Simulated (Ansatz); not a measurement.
Results of r²SCAN+SOC (PAW; Ansatz, a first-principles code) for Li₂SrSiO₄ (P3₁21, No. 152; cell taken from a computed entry).

Settings: plane-wave cutoff 560 eV, 6×6×4 k mesh (along the axes of the cell as run), Fermi–Dirac smearing 0.01 eV, PAW data made under PBE.

Cell (relaxed with PBEsol):

```
CELL_PARAMETERS angstrom
      5.00458     0.00000     0.00000
     -2.50229     4.33410     0.00000
      0.00000     0.00000    12.40159
ATOMIC_POSITIONS crystal
  Li 0.66438 0.59111 0.74565
  Li 0.40889 0.07327 0.07898
  Li 0.92673 0.33562 0.41231
  Li 0.59111 0.66438 0.25435
  Li 0.07327 0.40889 0.92102
  Li 0.33562 0.92673 0.58769
  Sr 0.41979 0.00000 0.83333
  Sr 0.00000 0.41979 0.16667
  Sr 0.58021 0.58021 0.50000
  Si 0.27773 0.00000 0.33333
  Si 0.00000 0.27773 0.66667
  Si 0.72227 0.72227 0.00000
  O  0.54863 0.51302 0.10719
  O  0.48698 0.03561 0.44052
  O  0.96439 0.45137 0.77385
  O  0.51302 0.54863 0.89281
  O  0.03561 0.48698 0.55948
  O  0.45137 0.96439 0.22615
  O  0.07028 0.76156 0.99623
  O  0.23844 0.30872 0.32956
  O  0.69128 0.92972 0.66290
  O  0.76156 0.07028 0.00377
  O  0.30872 0.23844 0.67044
  O  0.92972 0.69128 0.33710
```

Task: Estimate the band gap that the calculation returns.

Result: 
* **band gap**: 5.40 eV (on the SCF k mesh)

Note: cell and atoms aren't relaxed at this level (largest force component 0.33 eV/Å).

Computed values are for the static lattice.
